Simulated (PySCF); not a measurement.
## Ionisation energy of N by level of theory

N [He] 2s2 2p3 (4S) → N⁺ [He] 2s2 2p2 (3P), as a difference of total energies. Computed with PySCF 2.14 in cc-pVDZ (3s2p1d, 14 functions), with the non-relativistic Hamiltonian (point nucleus). Correlated levels: valence: 1s2 frozen. The calculations carry no spin-orbit coupling.

Question: Order these methods by the ionisation energy they give, lowest first.
A. PBE0
B. SCS-MP2 (valence)
C. CCSD (valence)
D. MP2 (valence)

Answer: B (14.144 eV), C (14.195 eV), D (14.354 eV), A (14.642 eV).

Errors of the correlated levels include the incompleteness of this basis and the frozen core.

For comparison: 14.545 eV (measured; NIST levels, between the centres of gravity of the two terms).
